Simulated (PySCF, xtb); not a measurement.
ammonia (H3N), SMILES N.

Harmonic wavenumbers (cm⁻¹) from GFN2-xTB (xtb) at its own minimum, in rising order: 1160, 1593, 1593, 3425, 3477, 3478.

Q: What does PySCF with PBE0-D3(BJ)/def2-TZVPD give at its own minimum? (The exact figures need the calculation; the answer reports its results.)

A: 1035, 1662, 1662, 3499, 3626, 3626. Paired by order, the mean absolute difference is 106 cm⁻¹ and the zero-point energies are 21.1 and 21.6 kcal/mol.
